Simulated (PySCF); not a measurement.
# Reproducing measurements on isobutane

**Experimental background.**

From NIST CCCBDB Release 22 (SRD 101), experimental dipoles, for the gas: dipole moment (microwave Stark effect) 0.132 D.

From NIST CCCBDB Release 22 (SRD 101), experimental polarizabilities, for the gas: mean polarisability 8.009 Å³.

The runs below try to reproduce these values; the comparison stands at the end.

Species: isobutane, C4H10.
Atom-mapped SMILES: `[CH3:1][CH:2]([CH3:3])[CH3:4]` (hydrogens: H5, H6, H7 on C1; H8 on C2; H9, H10, H11 on C3; H12, H13, H14 on C4)

Structure used (GFN2-xTB), in Å, numbered top down from 1:
```
atom  x, y, z in Å
C1    -0.0345    1.3643   -0.6339
C2     0.0300    0.1221    0.2512
C3     1.2602   -0.7142   -0.0917
C4    -1.2403   -0.7101    0.0952
H5     0.8600    1.9709   -0.5101
H6    -0.1130    1.0776   -1.6807
H7    -0.8998    1.9725   -0.3795
H8     0.1083    0.4432    1.2962
H9     2.1692   -0.1309    0.0379
H10    1.2122   -1.0495   -1.1258
H11    1.3203   -1.5902    0.5506
H12   -1.2062   -1.5867    0.7384
H13   -2.1181   -0.1247    0.3599
H14   -1.3490   -1.0445   -0.9347
```

Runs made with PySCF (gas phase, on this GFN2-xTB geometry; no spin–orbit coupling):

| level | job | basis functions | wall time |
| --- | --- | --- | --- |
| wB97X-D/def2-SVPD | 8 singlets by full TDDFT, 3 Tamm–Dancoff triplets, polarisability | 160 | 14 s |

Hardware: one thread, Arm Neoverse V2, on a shared host.

## Comparison

**Dipole moment.** Measured: 0.132 D (NIST CCCBDB Release 22 (SRD 101), experimental dipoles).

| level | computed (D) | computed − measured (D) |
| --- | --- | --- |
| wB97X-D/def2-SVPD | 0.128 | -0.004 |

The computed dipoles belong to one fixed geometry; measured ones are averaged over vibrations unless marked μe. Magnitudes are compared, not signs.

**Mean polarisability.** Measured: 8.009 Å³ (NIST CCCBDB Release 22 (SRD 101), experimental polarizabilities).

| level | computed (Å³) | computed − measured (Å³) | % (from the printed values) |
| --- | --- | --- | --- |
| wB97X-D/def2-SVPD | 7.584 | -0.425 | -5 |

The computed values are static and purely electronic, with core orbitals frozen in the response (1 au = 0.148185 Å³). The table of measured values doesn't say here whether a value is static or optical, or holds a vibrational part.

The geometry is computed, not the measured one. Where a level misses, the cause wasn't examined.
